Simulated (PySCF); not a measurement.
## Bond curve of CCl⁻

Set-up: C def2-TZVPPD, Cl def2-TZVPPD; no relativity (PySCF 2.14). Energies in eV from C + Cl⁻ in their ground configurations at the same level. State: ³Σ⁻ (triplet), unpaired electrons π ↑↑.

| R (Å) | BLYP |
| --- | --- |
| 1.591 | -1.256 |
| 1.665 | -1.557 |
| 1.739 | -1.736 |
| 1.794 | -1.813 |
| 1.850 | -1.854 |
| 1.905 | -1.869 |
| 1.980 | -1.857 |
| 2.072 | -1.808 |
| 2.183 | -1.715 |
| 2.331 | -1.563 |

**Question.** Put a parabola through the three lowest points of the BLYP curve and estimate Re, k and ωe (reduced mass 8.934 u; 1 eV/Å² = 0.16022 mdyn/Å; ωe = 1302.8·√(k/μ) cm⁻¹).

**Answer.** Through R = 1.85, 1.905, 1.98 Å the second-order coefficient is 3.33 eV/Å², so Re ≈ 1.918 Å, k ≈ 1.07 mdyn/Å and ωe ≈ 450 cm⁻¹. A polynomial fit of higher order to the unrounded BLYP energies gives Re = 1.915 Å, k = 1.02 mdyn/Å, ωe = 440 cm⁻¹; anharmonicity and rounding make the difference.

The higher-order fit for each curve: BLYP: Re = 1.915 Å, ωe = 440 cm⁻¹, De = 1.87 eV.

For an ion De counts to the pair picked by the measured ionisation energies or electron affinities, which need not be the lowest pair at this level. The highest Kohn–Sham level is positive in this anion. Much of that is self-interaction error, but it also means that the finite basis helps to hold the extra electron. The state is the lowest determinant that a PBE0 search found; another state may lie lower at other levels.
